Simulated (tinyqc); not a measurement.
Hueckel theory of the pi electrons with the omega technique, for the molecule c1cc[nH]c1 (SMILES; centres numbered as the heavy atoms are written), step by step. One step of it, computed by the program tinyqc.

Task: Orbitals, round 2. Diagonalise; E = alpha + x beta with beta < 0, so the largest x are filled first; degenerate levels share their electrons. P = sum n_i c_ri c_si; each orbital has its largest coefficient positive (the first on a tie).

matrix after round 1, lower triangle:
```
,1C,2C,3C,4N,5C
1C,-0.018021
2C,1.000000,-0.018021
3C,0.000000,1.000000,-0.006624
4N,0.000000,0.000000,0.740000,1.419290
5C,1.000000,0.000000,0.000000,0.740000,-0.006624
```

pi electrons, sum of z_r less the charge = 6

Give: x values; occupations; coefficients; charge and bond-order matrix P.

Result:

x values: 2.2050  1.1647  0.6083  -0.9750  -1.6329

occupations: 2.0000  2.0000  2.0000  0.0000  0.0000

coefficients:
```
,MO1,MO2,MO3,MO4,MO5
1C,0.3116,-0.5595,-0.3704,-0.2998,0.6023
2C,0.3116,-0.5595,0.3704,-0.2998,-0.6023
3C,0.3811,-0.1022,0.6023,0.5868,0.3704
4N,0.7179,0.5942,0.0000,-0.3627,0.0000
5C,0.3811,-0.1022,-0.6023,0.5868,-0.3704
```

charge and bond-order matrix P, lower triangle:
```
,1C,2C,3C,4N,5C
1C,1.0946
2C,0.5458,1.0946
3C,-0.0943,0.7981,1.0370
4N,-0.2175,-0.2175,0.4257,1.7369
5C,0.7981,-0.0943,-0.4143,0.4257,1.0370
```
